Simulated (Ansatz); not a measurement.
Which is lower?

The two ends of one reaction step of SiN2H8, closed shell (PBE0-D4/def2-TZVP).

A:

Si1  (-0.412, -0.933, -0.350)
N2  (1.131, -0.283, -0.718)
H3  (-1.114, -1.675, -1.438)
H4  (-0.127, -1.897, 0.753)
N5  (-1.469, 0.366, -0.002)
H6  (1.275, 1.551, 1.332)
H7  (1.228, 2.029, 1.907)
H8  (1.961, -0.829, -0.552)
H9  (1.254, 0.363, -1.480)
H10  (-1.272, 1.021, 0.737)
H11  (-2.454, 0.288, -0.188)
(Å)

B:

```csv
atom,x (Å),y (Å),z (Å)
Si1,-0.6881,0.1048,0.1673
N2,2.1004,-0.2849,-0.5459
H3,-0.6422,-0.3461,-1.2450
H4,-0.1260,-0.9576,1.0519
N5,-2.3603,0.4475,0.4792
H6,2.7047,-0.1006,0.2453
H7,0.0211,1.3845,0.4114
H8,2.2684,-1.2387,-0.8415
H9,2.3917,0.3241,-1.3006
H10,-2.6143,0.9090,1.3387
H11,-3.0554,-0.2419,0.2391
```

Program: Ansatz 0.2.0. Basis: def2-TZVPP. Cores are frozen in the correlated methods. B3LYP uses VWN-RPA correlation.

Problem. Which structure is lower at CCSD(T), and by how much? (To be estimated.)

Solution. The calculation gives: A, by 0.343 eV (electronic energy, against the other). By their contacts, A is a complex of SiN₂H₆ ([NH2][SiH2][NH2]) + H₂ and B is a complex of SiNH₅ ([NH2][SiH3]) + NH₃.

All methods give the same order:

```
      method  E(B) − E(A) (eV)
       SPW92             0.314
      PBE-D4             0.326
     BLYP-D4             0.379
   r2SCAN-D4             0.391
      B97M-V             0.344
     PBE0-D4             0.328
    B3LYP-D4             0.373
  r2SCAN0-D4             0.378
    BHLYP-D4             0.368
CAM-B3LYP-D4             0.375
     wB97X-V             0.348
     wB97M-V             0.354
      B2PLYP             0.368
    PBE-QIDH             0.355
  RPA on PBE             0.309
          HF             0.337
         MP2             0.411
        CCSD             0.332
     CCSD(T)             0.343
```

No T1 diagnostic of these runs exceeds 0.010.

Labels in which every atom is bracketed show which atoms are joined, not bond orders.

For scale, one of the runs: CCSD(T)/def2-TZVPP, 216 basis functions (an equivalent command: `ansatz run in.yaml --threads 4`). The run took 35 s on 4 CPU threads (shared host), with 3.1 GiB of host memory at its peak.
